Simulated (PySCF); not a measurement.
# C5H9F: magnetic properties

What do calculations give for the magnetic properties of C5H9F (`C[C@H](F)C1CC1`)?

Programs: PySCF 2.14.0, with routines of our own; each step states its level. All values are computed. Atoms count from 0.

## 1. The starting structure

15 atoms, charge 0, multiplicity 1; geometry from: GFN2-xTB.

## 2. Relaxing the molecule at PBE0-D3(BJ)/def2-SVP

The job: settings as JSON, then the geometry in Å.

```
{"job": {"xc": "PBE0", "basis": "def2-SVP", "d3": "d3bj", "grid": 1, "kind": "geom"}, "charge": 0, "multiplicity": 1}
C     -1.937626    -0.231041     0.441991
C     -0.672459     0.615052     0.429383
F     -1.021849     1.926519     0.128610
C      0.331866     0.132375    -0.587027
C      1.287528    -0.959453    -0.211249
C      1.789189     0.437143    -0.405971
H     -1.688032    -1.253562     0.710609
H     -2.648626     0.166740     1.161736
H     -2.398708    -0.223151    -0.542760
H     -0.221174     0.657150     1.429816
H     -0.055241     0.135873    -1.598510
H      1.529916    -1.703412    -0.954166
H      1.240492    -1.350657     0.793932
H      2.083644     1.001914     0.465420
H      2.376666     0.656498    -1.283726
```

The run is started by

```sh
$ OMP_NUM_THREADS=1 python excited_run.py task.json out
```

One launch serves the whole session: the jobs run in the order shown.

The log of the run:

```text
step   0  E = -295.22313056  max force = 0.013589
step   1  E = -295.22454800  max force = 0.002447
step   2  E = -295.22457950  max force = 0.000572
step   3  E = -295.22458420  max force = 0.000180
optimisation converged
```

Run time: 32 s. Hardware: 1 thread of Arm Neoverse N1, shared host; peak memory 0.57 GiB.

Along the way:

```
step  energy from step 0 (eV)  largest force component (eV/Å)
   0                   0.0000                          0.6988
   1                  -0.0386                          0.1258
   2                  -0.0394                          0.0294
   3                  -0.0396                          0.0093
```

Distances of close pairs at the start and the end, largest changes first:

```
  bond  before (Å)  after (Å)  change (Å)
C4–H12       1.080      1.094      +0.015
C5–H13       1.079      1.094      +0.014
C5–H14       1.079      1.092      +0.014
C4–H11       1.079      1.093      +0.014
 C0–H6       1.086      1.100      +0.013
 C0–H8       1.087      1.100      +0.013
C3–H10       1.083      1.096      +0.013
 C0–H7       1.087      1.099      +0.012
```

The next job starts from the end point, and lists it.

```
                         at the end point                value
  point group (found at 0.08 Å tolerance)                   C1
rotational constants (GHz, main isotopes)  6.161, 2.604, 2.015
                        dipole moment (D)                 1.78
```

## 3. Magnetic properties: GIAO KT3/pcSseg-1

The job: settings as JSON, then the geometry in Å.

```
{"job": {"kind": "mag", "xc": "KT3", "basis": "pcSseg-1", "isotopologues": 2}, "charge": 0, "multiplicity": 1}
C     -1.971705    -0.340635     0.472053
C     -0.705416     0.483840     0.504226
F     -1.037674     1.810065     0.280735
C      0.312440     0.053844    -0.510453
C      1.335815    -0.979392    -0.138534
C      1.746641     0.447664    -0.339560
H     -1.754814    -1.390361     0.717516
H     -2.701902     0.046814     1.196882
H     -2.425870    -0.304461    -0.529662
H     -0.247721     0.433048     1.510255
H     -0.073320     0.022805    -1.535539
H      1.618017    -1.719949    -0.890646
H      1.319435    -1.369038     0.883927
H      2.007504     1.038555     0.542941
H      2.317719     0.705739    -1.234438
```

Level: GIAO KT3/pcSseg-1 magnetisability, rotational g tensor and spin-rotation constants, non-relativistic, gas phase.

The log of the run:

```text
coarse grid: 12096 points
cycle   1  E = -299.9593913032  dE =  5.151e-01  |g| = 7.235e-01  |ddm| = 3.273e+00
cycle   2  E = -299.8031975409  dE =  1.562e-01  |g| = 1.188e+00  |ddm| = 1.807e+00
cycle   3  E = -300.0624824229  dE = -2.593e-01  |g| = 1.285e-01  |ddm| = 1.254e+00
cycle   4  E = -300.0656336095  dE = -3.151e-03  |g| = 4.557e-02  |ddm| = 1.406e-01
cycle   5  E = -300.0660771285  dE = -4.435e-04  |g| = 7.126e-03  |ddm| = 4.309e-02
cycle   6  E = -300.0660852884  dE = -8.160e-06  |g| = 3.928e-03  |ddm| = 1.017e-02
cycle   7  E = -300.0660889777  dE = -3.689e-06  |g| = 4.375e-04  |ddm| = 3.454e-03
final grid: 115992 points
cycle   8  E = -300.1039543227  dE = -2.107e-04  |g| = 2.226e-02  |ddm| = 5.769e-02
cycle   9  E = -300.1037833897  dE =  1.709e-04  |g| = 3.984e-02  |ddm| = 4.505e-02
cycle  10  E = -300.1040230721  dE = -2.397e-04  |g| = 1.678e-03  |ddm| = 3.159e-02
cycle  11  E = -300.1040236534  dE = -5.814e-07  |g| = 5.981e-04  |ddm| = 2.014e-03
cycle  12  E = -300.1040237358  dE = -8.242e-08  |g| = 1.194e-04  |ddm| = 7.062e-04
cycle  13  E = -300.1040237391  dE = -3.224e-09  |g| = 3.468e-05  |ddm| = 1.384e-04
cycle  14  E = -300.1040237394  dE = -2.816e-10  |g| = 7.897e-06  |ddm| = 3.562e-05
converged SCF energy = -300.1040237394

Magnetisability tensor (1e-30 J/T^2)
    -1052.67       10.43       37.98
       10.43    -1080.33      -16.78
       37.98      -16.78    -1145.27
isotropic -1092.76   principal values   -1163.36  -1076.28  -1038.64
isotropic susceptibility -65.807 1e-6 cm^3/mol

Inertial axes            a          b          c
rot. const./GHz      6.1607     2.6040     2.0154
chi total           -65.328    -64.525    -67.569
chi diamagnetic    -284.559   -551.971   -683.302
chi paramagnetic    219.231    487.446    615.733
quadrupole/D A       -1.144     -1.953      3.097
g nuclear            0.6343     0.5958     0.5827
g electronic        -0.6345    -0.5963    -0.5830
g total             -0.0002    -0.0005    -0.0003

Spin-rotation constants (kHz, H = +C I.J)
atom  isotope        aa         bb         cc
  2    19F        4.290      1.878      1.484
  6     1H       -0.534     -0.002     -0.205
  7     1H        0.024     -0.275     -0.161
  8     1H       -0.651     -0.284      0.061
  9     1H       -0.569     -0.299      0.120
 10     1H       -0.627     -0.300      0.037
 11     1H       -0.383     -0.175     -0.149
 12     1H       -0.645     -0.228     -0.041
 13     1H       -0.628     -0.181     -0.064
 14     1H       -0.395     -0.191     -0.125
  0    13C*       0.921      0.381      0.343
  1    13C*       1.587      0.642      0.596
  3    13C*       1.054      0.422      0.233
  4    13C*       0.766      0.441      0.179
  5    13C*       0.763      0.472      0.177
* in the singly substituted isotopologue

Isotopologues: g along a, b, c
2H    at 6,7,8,9,10,11,    -0.0012    -0.0001    -0.0004
13C   at 0                 -0.0006    -0.0003    -0.0003
```

Wall time 45 s (1 thread of Arm Neoverse N1, shared host); peak memory 0.57 GiB.

From this job:

```
              quantity                      value
       magnetisability           -1093·10⁻³⁰ J/T²
  molar susceptibility         -65.8·10⁻⁶ cm³/mol
rotational g (a, b, c)  -0.0002, -0.0005, -0.0003
```

The fields below are evaluated on a grid from the run's orbitals.

Frontier orbitals at KT3/pcSseg-1, with the share of their density that lies nearest to each atom:

```
orbital  energy (eV)                       lies on
   HOMO        -7.16      C5 31 %; C3 20 %; C4 8 %
   LUMO         0.61  H10 27 %; H11 18 %; H14 14 %
```

ELF in a plane through or near 6 of the atoms.

Values, 10 rows by 14 columns:
```
0.00 0.00 0.00 0.00 0.00 0.00 0.00 0.00 0.00 0.00 0.00 0.00 0.00 0.00
0.00 0.00 0.00 0.00 0.00 0.00 0.00 0.00 0.00 0.00 0.00 0.00 0.00 0.00
0.00 0.00 0.00 0.11 0.88 0.68 0.05 0.00 0.02 0.40 0.04 0.00 0.00 0.00
0.00 0.00 0.00 0.30 0.98 0.94 0.41 0.04 0.34 0.99 0.57 0.02 0.00 0.00
0.00 0.00 0.00 0.10 0.57 0.16 0.91 0.35 0.22 0.37 0.51 0.35 0.02 0.00
0.00 0.00 0.04 0.57 0.59 0.56 0.42 0.93 0.52 0.58 0.93 0.96 0.09 0.00
0.00 0.00 0.04 0.46 0.59 0.64 0.28 0.28 0.79 0.20 0.07 0.30 0.00 0.00
0.00 0.00 0.00 0.02 0.07 0.10 0.01 0.69 0.74 0.76 0.02 0.00 0.00 0.00
0.00 0.00 0.00 0.00 0.00 0.00 0.00 0.18 0.32 0.14 0.00 0.00 0.00 0.00
0.00 0.00 0.00 0.00 0.00 0.00 0.00 0.00 0.00 0.00 0.00 0.00 0.00 0.00
```
The map spans 11.0 Å across and 8.9 Å up, centred on the molecule. Atoms in the plane (x, y in Å): C0 (2.0, 0.3), C1 (0.8, -0.6), F2 (1.1, -1.9), C4 (-1.4, 0.9), C5 (-1.8, -0.5), H11 (-1.8, 1.7).

log10 of the density (e/Å³) in the same plane.

Values, 10 rows by 14 columns:
```
-4.0 -4.0 -4.0 -4.0 -4.0 -4.0 -4.0 -4.0 -4.0 -4.0 -4.0 -4.0 -4.0 -4.0
-4.0 -4.0 -4.0 -3.8 -3.3 -3.2 -3.5 -4.0 -4.0 -3.9 -4.0 -4.0 -4.0 -4.0
-4.0 -4.0 -3.7 -2.3 -1.4 -1.3 -2.0 -2.7 -2.5 -2.0 -2.5 -3.2 -4.0 -4.0
-4.0 -4.0 -3.2 -1.6 -0.4  0.0 -0.8 -1.7 -1.4 -0.5 -1.3 -2.3 -3.4 -4.0
-4.0 -4.0 -2.7 -1.5 -0.4  0.3  0.1 -0.6 -0.6  0.3 -0.3 -1.2 -2.6 -3.8
-4.0 -3.5 -2.2 -0.8  0.1  0.2  0.2  0.2  0.2  0.2  0.0 -0.8 -2.4 -3.7
-4.0 -3.6 -2.3 -1.0 -0.3 -0.3 -0.8 -0.3  0.4 -0.6 -1.5 -1.9 -3.1 -4.0
-4.0 -4.0 -3.1 -2.2 -1.7 -1.6 -1.8 -0.4  0.9 -0.3 -2.1 -3.3 -4.0 -4.0
-4.0 -4.0 -4.0 -3.4 -3.0 -3.0 -3.0 -1.6 -1.1 -1.6 -3.2 -4.0 -4.0 -4.0
-4.0 -4.0 -4.0 -4.0 -4.0 -4.0 -4.0 -4.0 -3.9 -4.0 -4.0 -4.0 -4.0 -4.0
```
The map spans 11.0 Å across and 8.9 Å up, centred on the molecule. Atoms in the plane (x, y in Å): C0 (2.0, 0.3), C1 (0.8, -0.6), F2 (1.1, -1.9), C4 (-1.4, 0.9), C5 (-1.8, -0.5), H11 (-1.8, 1.7).

On the surface of density 0.002 e/bohr³ the electrostatic potential runs, from the 1st to the 99th percentile, from -1.14 V near F2 to 0.79 V near H12.

## 4. Magnetic properties: GIAO OPBE/6-31G

The job, as its differences from that of step 3:

```diff
@@ -1,2 +1,2 @@
-{"job": {"kind": "mag", "xc": "KT3", "basis": "pcSseg-1", "isotopologues": 2}, "charge": 0, "multiplicity": 1}
+{"job": {"kind": "mag", "xc": "OPBE", "basis": "6-31G", "scf": {"guess": "vsap"}}, "charge": 0, "multiplicity": 1}
 C     -1.971705    -0.340635     0.472053
```

Level: GIAO OPBE/6-31G magnetisability, rotational g tensor and spin-rotation constants, non-relativistic, gas phase.

The log of the run:

```text
final grid: 115992 points
cycle   1  E = -292.8643300293  dE =  1.350e+00  |g| = 2.923e+00  |ddm| = 7.643e+00
cycle   2  E = -281.7684680816  dE =  1.110e+01  |g| = 7.009e+00  |ddm| = 1.160e+01
cycle   3  E = -294.6112768222  dE = -1.284e+01  |g| = 2.071e+00  |ddm| = 8.581e+00
cycle   4  E = -295.5219165970  dE = -9.106e-01  |g| = 4.927e-01  |ddm| = 2.399e+00
cycle   5  E = -295.5628906799  dE = -4.097e-02  |g| = 1.407e-01  |ddm| = 4.384e-01
cycle   6  E = -295.5659909917  dE = -3.100e-03  |g| = 7.892e-02  |ddm| = 1.862e-01
cycle   7  E = -295.5675176171  dE = -1.527e-03  |g| = 9.099e-03  |ddm| = 1.188e-01
cycle   8  E = -295.5675449731  dE = -2.736e-05  |g| = 2.209e-03  |ddm| = 2.234e-02
cycle   9  E = -295.5675462797  dE = -1.307e-06  |g| = 7.533e-04  |ddm| = 3.907e-03
cycle  10  E = -295.5675464308  dE = -1.511e-07  |g| = 9.178e-05  |ddm| = 9.516e-04
cycle  11  E = -295.5675464327  dE = -1.950e-09  |g| = 2.137e-05  |ddm| = 1.688e-04
cycle  12  E = -295.5675464329  dE = -1.266e-10  |g| = 9.260e-06  |ddm| = 4.485e-05
converged SCF energy = -295.5675464329

Magnetisability tensor (1e-30 J/T^2)
    -1087.55        9.65       33.84
        9.65    -1110.02      -14.86
       33.84      -14.86    -1164.78
isotropic -1120.78   principal values   -1181.69  -1106.27  -1074.38
isotropic susceptibility -67.495 1e-6 cm^3/mol

Inertial axes            a          b          c
rot. const./GHz      6.1607     2.6040     2.0154
chi total           -67.199    -66.371    -68.915
chi diamagnetic    -283.240   -550.599   -682.234
chi paramagnetic    216.041    484.229    613.319
quadrupole/D A       -1.255     -2.155      3.410
g nuclear            0.6343     0.5958     0.5827
g electronic        -0.6253    -0.5924    -0.5807
g total              0.0090     0.0034     0.0020

Spin-rotation constants (kHz, H = +C I.J)
atom  isotope        aa         bb         cc
  2    19F        3.570      1.685      1.226
  6     1H       -0.584     -0.024     -0.215
  7     1H       -0.034     -0.292     -0.175
  8     1H       -0.691     -0.299      0.044
  9     1H       -0.604     -0.301      0.099
 10     1H       -0.663     -0.311      0.024
 11     1H       -0.428     -0.192     -0.158
 12     1H       -0.690     -0.242     -0.050
 13     1H       -0.669     -0.196     -0.073
 14     1H       -0.434     -0.208     -0.134
  0    13C*       0.763      0.318      0.292
  1    13C*       1.401      0.550      0.535
  3    13C*       0.920      0.329      0.198
  4    13C*       0.613      0.378      0.148
  5    13C*       0.610      0.406      0.142
* in the singly substituted isotopologue
```

Wall time 18 s (1 thread of Arm Neoverse N1, shared host); peak memory 0.58 GiB.

Key values:

```
              quantity                   value
       magnetisability        -1121·10⁻³⁰ J/T²
  molar susceptibility      -67.5·10⁻⁶ cm³/mol
rotational g (a, b, c)  0.0090, 0.0034, 0.0020
```

## 5. Magnetic properties: GIAO PBE/cc-pVDZ in dichloromethane

The job, as its differences from that of step 4:

```diff
@@ -1,2 +1,2 @@
-{"job": {"kind": "mag", "xc": "OPBE", "basis": "6-31G", "scf": {"guess": "vsap"}}, "charge": 0, "multiplicity": 1}
+{"job": {"kind": "mag", "xc": "PBE", "basis": "cc-pVDZ", "solvent": "dichloromethane"}, "charge": 0, "multiplicity": 1}
 C     -1.971705    -0.340635     0.472053
```

Method: GIAO PBE/cc-pVDZ magnetisability, non-relativistic, IEF-PCM dichloromethane.

The log of the run:

```text
coarse grid: 12096 points
cycle   1  E = -295.2966605279  dE =  5.201e-01  |g| = 6.423e-01  |ddm| = 7.165e+00
cycle   2  E = -295.1873687152  dE =  1.093e-01  |g| = 9.804e-01  |ddm| = 2.706e+00
cycle   3  E = -295.3894642365  dE = -2.021e-01  |g| = 8.641e-02  |ddm| = 1.521e+00
cycle   4  E = -295.3907373632  dE = -1.273e-03  |g| = 4.033e-02  |ddm| = 1.792e-01
cycle   5  E = -295.3910810007  dE = -3.436e-04  |g| = 5.104e-03  |ddm| = 5.901e-02
cycle   6  E = -295.3910849178  dE = -3.917e-06  |g| = 3.099e-03  |ddm| = 1.142e-02
final grid: 115992 points
cycle   7  E = -295.4051559843  dE = -1.215e-05  |g| = 1.795e-02  |ddm| = 8.461e-02
cycle   8  E = -295.4050105886  dE =  1.454e-04  |g| = 3.148e-02  |ddm| = 7.508e-02
cycle   9  E = -295.4052312829  dE = -2.207e-04  |g| = 2.757e-03  |ddm| = 4.626e-02
cycle  10  E = -295.4052326951  dE = -1.412e-06  |g| = 4.305e-04  |ddm| = 4.425e-03
cycle  11  E = -295.4052327324  dE = -3.724e-08  |g| = 9.760e-05  |ddm| = 6.574e-04
cycle  12  E = -295.4052327347  dE = -2.283e-09  |g| = 1.691e-05  |ddm| = 1.802e-04
cycle  13  E = -295.4052327347  dE = -7.276e-11  |g| = 4.238e-06  |ddm| = 3.477e-05
converged SCF energy = -295.4052327347

Magnetisability tensor (1e-30 J/T^2)
    -1061.87       10.74       37.93
       10.74    -1091.64      -17.07
       37.93      -17.07    -1159.07
isotropic -1104.19   principal values   -1176.66  -1087.62  -1048.30
isotropic susceptibility -66.496 1e-6 cm^3/mol

Inertial axes            a          b          c
rot. const./GHz      6.1607     2.6040     2.0154
chi total           -65.921    -65.182    -68.385
chi diamagnetic    -284.053   -551.614   -682.826
chi paramagnetic    218.132    486.431    614.441
quadrupole/D A       -1.245     -1.802      3.047
```

It took 23 s on 1 thread of Arm Neoverse N1, shared host; peak memory 0.55 GiB.

In short:

```
            quantity               value
     magnetisability    -1104·10⁻³⁰ J/T²
molar susceptibility  -66.5·10⁻⁶ cm³/mol
```

## 6. Magnetic properties side by side

```
            level  ξ (10⁻³⁰ J/T²)     g(a)     g(b)  gap (eV)  functions  time
GIAO KT3/pcSseg-1           -1093  -0.0002  -0.0005      7.77        147  45 s
  GIAO OPBE/6-31G           -1121   0.0090   0.0034      8.84         72  18 s
```

## 7. What came out

```
                                          quantity                      value
                                       point group                         C1
              rotational constants (main isotopes)       6.16, 2.60, 2.02 GHz
       magnetisability (step 3, GIAO KT3/pcSseg-1)           -1093·10⁻³⁰ J/T²
  molar susceptibility (step 3, GIAO KT3/pcSseg-1)         -65.8·10⁻⁶ cm³/mol
rotational g (a, b, c) (step 3, GIAO KT3/pcSseg-1)  -0.0002, -0.0005, -0.0003
             surface potential, 1st and 99th percentile         -1.14 V and 0.79 V
                   magnetisability over the levels  -1121 to -1093·10⁻³⁰ J/T²
```

In words: Over 3 steps the energy fell by 0.040 eV; of the close pairs, C4–H12 changed most, 1.080 to 1.094 Å. The magnetisability spreads by 2.5 % over 2 levels, from GIAO OPBE/6-31G (18 s) to GIAO KT3/pcSseg-1 (45 s); the runs took 18 s to 45 s. Two levels can agree by chance, so this spread shows no convergence. Vibrational averaging and real surroundings are missing from these values.
